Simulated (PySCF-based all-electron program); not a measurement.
Values are calculated unless marked as measured or tabulated.
CF, doublet: squeezing and stretching

Method: all-electron DFT (in-house code on PySCF), basis-limit composite values; the spin-free Dirac equation, no spin–orbit coupling, spin-unrestricted, lowest state found (another of this spin can lie close). Forces are good to about 0.004 eV/Å. A positive force pushes the atoms apart.

```csv
r (Å),PBE (eV/Å),r2SCAN (eV/Å)
1.1448,9.913,?
1.272,0.567,0.140
1.3992,-3.301,-3.707
```

(1) What does r2SCAN give at the lengths left open?

(2) Between which listed lengths does the r2SCAN force vanish, and at which of the two is it smaller?

Answers

(1) 1.1448 Å: 9.494 eV/Å.

(2) Between 1.272 and 1.399 Å. The force is smaller at 1.272 Å.
